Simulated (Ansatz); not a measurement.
NH2 (SMILES [NH2]) moved off its minimum; all values from Ansatz (an electronic-structure program), cores frozen in correlated methods. Open shells are unrestricted.
(charge 0, multiplicity 2)
```xyz
3

N     -0.04399     0.09224     0.02109
H     -0.75393    -0.45779    -0.07611
H      0.82768    -0.48461    -0.09075
```

Problem. Give the forces (eV/Å), the total energy and the dipole at CCSD(T)/aug-cc-pVTZ.

Solution. 
```
atom      Fx      Fy      Fz
----  ------  ------  ------
N1     6.738   4.313   0.755
H2    -5.711  -4.738  -0.840
H3    -1.027   0.425   0.085
```
Energy -55.7842 hartree, dipole 1.75 D.
